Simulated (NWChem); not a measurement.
Program: NWChem. System: Si2, charge 0, spin multiplicity 3, at a geometry optimised with UPBE0/def2-SVP. The structure started from a generated list of species. Its SCF solution wasn't tested for a lower state. Level: UHF/def2-TZVP.

Job file:

```
start mol
memory heap 200 mb stack 900 mb global 1100 mb
geometry units angstroms nocenter noautoz
  Si     0.000000     0.000000     1.076635
  Si     0.000000     0.000000    -1.076635
  symmetry group D2h
end
basis spherical
  * library def2-tzvp
end
scf
  uhf
  nopen 2
  maxiter 100
  thresh 1e-7
  semidirect memsize 60000000 filesize 0
  # guess.movecs holds the orbitals of an unrestricted PBE0 run
  vectors input guess.movecs output mol.movecs
end
task scf energy
```

NWChem printed:

```
             Northwest Computational Chemistry Package (NWChem) 7.3.0
             --------------------------------------------------------

                                NWChem Input Module
                                -------------------

 Scaling coordinates for geometry "geometry" by  1.889725989
 (inverse scale =  0.529177249)

 Turning off AUTOSYM since
 SYMMETRY directive was detected!

                             Geometry "geometry" -> ""
                             -------------------------

 Output coordinates in angstroms (scale by  1.889725989 to convert to a.u.)

  No.       Tag          Charge          X              Y              Z
 ---- ---------------- ---------- -------------- -------------- --------------
    1 Si                  14.0000     0.00000000     0.00000000     1.07663500
    2 Si                  14.0000     0.00000000     0.00000000    -1.07663500

 Effective nuclear repulsion energy (a.u.)      48.1680146029

            Nuclear Dipole moment (a.u.)
            ----------------------------
        X                 Y               Z
 ---------------- ---------------- ----------------
     0.0000000000     0.0000000000     0.0000000000

      Symmetry information
      --------------------

 Group name             D2h
 Group number             26
 Group order               8
 No. of unique centers     1

      Symmetry unique atoms

     1


 Summary of "ao basis" -> "" (spherical)
 ------------------------------------------------------------------------------
       Tag                 Description            Shells   Functions and Types
 ---------------- ------------------------------  ------  ---------------------
 *                         def2-tzvp                  on all atoms

 Summary of "ao basis" -> "ao basis" (spherical)
 ------------------------------------------------------------------------------
       Tag                 Description            Shells   Functions and Types
 ---------------- ------------------------------  ------  ---------------------
 Si                        def2-tzvp                13       37   5s5p2d1f

                                 NWChem SCF Module
                                 -----------------

  ao basis        = "ao basis"
  functions       =    74
  atoms           =     2
  alpha electrons =    15
  beta  electrons =    13
  charge          =   0.00
  wavefunction    = UHF
  use symmetry    = T
  symmetry adapt  = T

 Summary of "ao basis" -> "ao basis" (spherical)
 ------------------------------------------------------------------------------
       Tag                 Description            Shells   Functions and Types
 ---------------- ------------------------------  ------  ---------------------
 Si                        def2-tzvp                13       37   5s5p2d1f

      Symmetry analysis of basis
      --------------------------

        ag         16
        au          3
        b1g         3
        b1u        16
        b2g         9
        b2u         9
        b3g         9
        b3u         9

 Forming initial guess at       0.0s

   Symmetry analysis of molecular orbitals - initial alpha
   -------------------------------------------------------

  Numbering of irreducible representations:

     1 ag          2 au          3 b1g         4 b1u         5 b2g
     6 b2u         7 b3g         8 b3u

  Orbital symmetries:

     1 b1u         2 ag          3 ag          4 b1u         5 b2u
     6 b3g         7 ag          8 b1u         9 b3u        10 b2g
    11 ag         12 b1u        13 ag         14 b2u        15 b3u
    16 b3g        17 b2g        18 b1u        19 ag         20 b2u
    21 b3u        22 b1g        23 ag         24 b1u        25 ag

   Symmetry analysis of molecular orbitals - initial beta
   ------------------------------------------------------

  Numbering of irreducible representations:

     1 ag          2 au          3 b1g         4 b1u         5 b2g
     6 b2u         7 b3g         8 b3u

  Orbital symmetries:

     1 b1u         2 ag          3 ag          4 b1u         5 b2u
     6 b3g         7 b3u         8 b2g         9 ag         10 b1u
    11 ag         12 b1u        13 b3u        14 ag         15 b2u
    16 b2g        17 b3g        18 b1u        19 ag         20 b3u
    21 b2u        22 b1g        23 ag         24 b1u        25 ag

 Starting SCF solution at       0.0s

 ----------------------------------------------
         Quadratically convergent UHF

 Convergence threshold     :          1.000E-07
 Maximum no. of iterations :          100
 Integral*density screening:          1.000E-09
 ----------------------------------------------

              iter       energy          gnorm     gmax       time
             ----- ------------------- --------- --------- --------
                 1     -577.7360975488  6.03D-01  2.08D-01      0.2
                 2     -577.7474963857  5.53D-02  1.31D-02      0.3
                 3     -577.7483283311  1.40D-03  6.13D-04      0.3
                 4     -577.7483295865  2.01D-06  8.22D-07      0.4
                 5     -577.7483295865  4.09D-09  1.58D-09      0.4

       Final UHF  results
       ------------------

         Total SCF energy =   -577.748329586506
      One electron energy =   -897.371553468433
      Two electron energy =    271.455209279049
 Nuclear repulsion energy =     48.168014602879

                       Sz =      1.0000
                 Sz(Sz+1) =      2.0000
                      S^2 =      2.0278

        Time for solution =      0.4s

       Symmetry analysis of molecular orbitals - alpha
[...]
       ----------------------------------------------

  Numbering of irreducible representations:

     1 ag          2 au          3 b1g         4 b1u         5 b2g
     6 b2u         7 b3g         8 b3u

  Orbital symmetries:

     1 b1u         2 ag          3 ag          4 b1u         5 b3u
     6 b2g         7 b2u         8 b3g         9 ag         10 b1u
    11 ag         12 b1u        13 b3u        14 ag         15 b2u
    16 b2g        17 b3g        18 b1u        19 ag         20 b3u
    21 b2u        22 ag         23 b1g        24 ag         25 b1u

          Final alpha eigenvalues
          -----------------------

              1
    1  -68.8118
    2  -68.8118
    3   -6.1594
    4   -6.1589
    5   -4.2683
    6   -4.2665
    7   -4.2638
    8   -4.2636
    9   -4.2577
   10   -4.2575
   11   -0.7465
   12   -0.5100
   13   -0.3548
   14   -0.3230
   15   -0.2859
   16    0.0155
   17    0.0370
   18    0.1204
   19    0.2112
   20    0.2313
   21    0.2525
   22    0.2804
   23    0.2809
   24    0.2880
   25    0.2940

          Final beta eigenvalues
          ----------------------

              1
    1  -68.8061
    2  -68.8061
    3   -6.1534
    4   -6.1532
    5   -4.2548
    6   -4.2546
    7   -4.2502
    8   -4.2501
    9   -4.2478
   10   -4.2462
   11   -0.6239
   12   -0.4041
   13   -0.2708
   14   -0.0158
   15   -0.0090
   16    0.0494
   17    0.0867
   18    0.1380
   19    0.2619
   20    0.2703
   21    0.2940
   22    0.3196
   23    0.3262
   24    0.3309
   25    0.3490

                    UHF Final Alpha Molecular Orbital Analysis
                    ------------------------------------------

 Vector   13  Occ=1.000000D+00  E=-3.548430D-01  Symmetry=ag
              MO Center=  2.2D-31, -3.4D-30, -3.8D-16, r^2= 4.1D+00
   Bfn.  Coefficient  Atom+Function         Bfn.  Coefficient  Atom+Function
  ----- ------------  ---------------      ----- ------------  ---------------
    17      0.386711  1 Si pz                54     -0.386711  2 Si pz
     5      0.260789  1 Si s                 42      0.260789  2 Si s
    20      0.193525  1 Si pz                57     -0.193525  2 Si pz

 Vector   14  Occ=1.000000D+00  E=-3.230386D-01  Symmetry=b2u
              MO Center= -2.7D-16, -8.4D-16,  1.4D-16, r^2= 3.0D+00
   Bfn.  Coefficient  Atom+Function         Bfn.  Coefficient  Atom+Function
  ----- ------------  ---------------      ----- ------------  ---------------
    16      0.342676  1 Si py                53      0.342676  2 Si py
    19      0.229025  1 Si py                56      0.229025  2 Si py

 Vector   15  Occ=1.000000D+00  E=-2.858998D-01  Symmetry=b3u
              MO Center= -1.2D-15, -9.2D-16,  7.9D-16, r^2= 3.1D+00
   Bfn.  Coefficient  Atom+Function         Bfn.  Coefficient  Atom+Function
  ----- ------------  ---------------      ----- ------------  ---------------
    15      0.327883  1 Si px                52      0.327883  2 Si px
    18      0.246992  1 Si px                55      0.246992  2 Si px

 Vector   16  Occ=0.000000D+00  E= 1.545271D-02  Symmetry=b3g
              MO Center= -8.0D-16, -6.3D-15, -9.3D-15, r^2= 5.2D+00
   Bfn.  Coefficient  Atom+Function         Bfn.  Coefficient  Atom+Function
  ----- ------------  ---------------      ----- ------------  ---------------
    19      0.642123  1 Si py                56     -0.642123  2 Si py
    16      0.275573  1 Si py                53     -0.275573  2 Si py

 Vector   17  Occ=0.000000D+00  E= 3.695515D-02  Symmetry=b2g
              MO Center=  1.5D-18, -5.5D-16, -1.1D-14, r^2= 5.4D+00
   Bfn.  Coefficient  Atom+Function         Bfn.  Coefficient  Atom+Function
  ----- ------------  ---------------      ----- ------------  ---------------
    18      0.673672  1 Si px                55     -0.673672  2 Si px
    15      0.241370  1 Si px                52     -0.241370  2 Si px

 Vector   18  Occ=0.000000D+00  E= 1.204200D-01  Symmetry=b1u
              MO Center= -5.2D-16, -3.5D-16, -3.0D-16, r^2= 1.1D+01
   Bfn.  Coefficient  Atom+Function         Bfn.  Coefficient  Atom+Function
  ----- ------------  ---------------      ----- ------------  ---------------
     5      3.480838  1 Si s                 42     -3.480838  2 Si s
    20     -2.360112  1 Si pz                57     -2.360112  2 Si pz
    17     -0.537311  1 Si pz                54     -0.537311  2 Si pz
    28      0.407235  1 Si d  0              65     -0.407235  2 Si d  0

                     UHF Final Beta Molecular Orbital Analysis
                     -----------------------------------------

 Vector   11  Occ=1.000000D+00  E=-6.238949D-01  Symmetry=ag
              MO Center= -1.0D-34,  2.7D-21, -8.3D-17, r^2= 2.0D+00
   Bfn.  Coefficient  Atom+Function         Bfn.  Coefficient  Atom+Function
  ----- ------------  ---------------      ----- ------------  ---------------
     4      0.461039  1 Si s                 41      0.461039  2 Si s
     3     -0.279453  1 Si s                 40     -0.279453  2 Si s
     5      0.226762  1 Si s                 42      0.226762  2 Si s

 Vector   12  Occ=1.000000D+00  E=-4.041284D-01  Symmetry=b1u
              MO Center= -7.3D-33, -1.2D-32, -4.3D-17, r^2= 3.6D+00
   Bfn.  Coefficient  Atom+Function         Bfn.  Coefficient  Atom+Function
  ----- ------------  ---------------      ----- ------------  ---------------
     4      0.495906  1 Si s                 41     -0.495906  2 Si s
     5      0.384564  1 Si s                 42     -0.384564  2 Si s
     3     -0.289907  1 Si s                 40      0.289907  2 Si s

 Vector   13  Occ=1.000000D+00  E=-2.707923D-01  Symmetry=b3u
              MO Center=  2.8D-15, -5.7D-16,  4.7D-15, r^2= 3.2D+00
   Bfn.  Coefficient  Atom+Function         Bfn.  Coefficient  Atom+Function
  ----- ------------  ---------------      ----- ------------  ---------------
    15      0.315992  1 Si px                52      0.315992  2 Si px
    18      0.258819  1 Si px                55      0.258819  2 Si px

 Vector   14  Occ=0.000000D+00  E=-1.584907D-02  Symmetry=ag
              MO Center= -1.3D-15, -1.2D-22,  1.1D-16, r^2= 5.0D+00
   Bfn.  Coefficient  Atom+Function         Bfn.  Coefficient  Atom+Function
  ----- ------------  ---------------      ----- ------------  ---------------
    20      0.396131  1 Si pz                57     -0.396131  2 Si pz
     5      0.354739  1 Si s                 42      0.354739  2 Si s
    17      0.258668  1 Si pz                54     -0.258668  2 Si pz

 Vector   15  Occ=0.000000D+00  E=-8.986103D-03  Symmetry=b2u
              MO Center=  1.1D-16, -1.0D-16, -1.9D-16, r^2= 4.1D+00
   Bfn.  Coefficient  Atom+Function         Bfn.  Coefficient  Atom+Function
  ----- ------------  ---------------      ----- ------------  ---------------
    19      0.377104  1 Si py                56      0.377104  2 Si py
    16      0.203874  1 Si py                53      0.203874  2 Si py

 Vector   16  Occ=0.000000D+00  E= 4.944104D-02  Symmetry=b2g
              MO Center= -9.9D-18, -1.2D-17, -8.5D-14, r^2= 5.5D+00
   Bfn.  Coefficient  Atom+Function         Bfn.  Coefficient  Atom+Function
  ----- ------------  ---------------      ----- ------------  ---------------
    18      0.709191  1 Si px                55     -0.709191  2 Si px
    15      0.234115  1 Si px                52     -0.234115  2 Si px

 center of mass
 --------------
 x =   0.00000000 y =   0.00000000 z =   0.00000000

 moments of inertia (a.u.)
 ------------------
         231.613949117161           0.000000000000           0.000000000000
           0.000000000000         231.613949117161           0.000000000000
           0.000000000000           0.000000000000           0.000000000000

  Mulliken analysis of the total density
  --------------------------------------

    Atom       Charge   Shell Charges
 -----------   ------   -------------------------------------------------------
    1 Si  14    14.00   2.00  0.59  1.38  1.09  0.73  4.10  1.74  0.41  1.12  0.72  0.03  0.07  0.01
    2 Si  14    14.00   2.00  0.59  1.38  1.09  0.73  4.10  1.74  0.41  1.12  0.72  0.03  0.07  0.01

  Mulliken analysis of the alpha density
  --------------------------------------

    Atom       Charge   Shell Charges
 -----------   ------   -------------------------------------------------------
    1 Si  14     7.50   1.00  0.30  0.69  0.53  0.38  2.06  0.86  0.26  0.85  0.48  0.02  0.05  0.01
    2 Si  14     7.50   1.00  0.30  0.69  0.53  0.38  2.06  0.86  0.26  0.85  0.48  0.02  0.05  0.01

   Mulliken analysis of the beta density
   -------------------------------------

    Atom       Charge   Shell Charges
 -----------   ------   -------------------------------------------------------
    1 Si  14     6.50   1.00  0.30  0.69  0.56  0.35  2.04  0.88  0.15  0.27  0.23  0.01  0.02  0.00
    2 Si  14     6.50   1.00  0.30  0.69  0.56  0.35  2.04  0.88  0.15  0.27  0.23  0.01  0.02  0.00

   Mulliken analysis of the spin density
   -------------------------------------

    Atom       Charge   Shell Charges
 -----------   ------   -------------------------------------------------------
    1 Si  14     1.00  -0.00 -0.00 -0.00 -0.03  0.03  0.03 -0.02  0.12  0.58  0.25  0.01  0.02  0.01
    2 Si  14     1.00  -0.00 -0.00 -0.00 -0.03  0.03  0.03 -0.02  0.12  0.58  0.25  0.01  0.02  0.01

       Multipole analysis of the density wrt the origin
       ------------------------------------------------

     L   x y z        total         alpha         beta         nuclear
     -   - - -        -----         -----         ----         -------
     0   0 0 0     -0.000000    -15.000000    -13.000000     28.000000

     1   1 0 0     -0.000000      0.000000     -0.000000      0.000000
     1   0 1 0     -0.000000     -0.000000      0.000000      0.000000
     1   0 0 1     -0.000000     -0.000000      0.000000      0.000000

     2   2 0 0    -23.053236    -12.681840    -10.371395      0.000000
     2   1 1 0     -0.000000     -0.000000     -0.000000      0.000000
     2   1 0 1      0.000000     -0.000000      0.000000      0.000000
     2   0 2 0    -19.340488    -13.034314     -6.306174      0.000000
     2   0 1 1     -0.000000     -0.000000     -0.000000      0.000000
     2   0 0 2    -18.180880    -75.059863    -59.023487    115.902470

 Task  times  cpu:        0.4s     wall:        0.4s

 Total times  cpu:        0.5s     wall:        0.5s
```
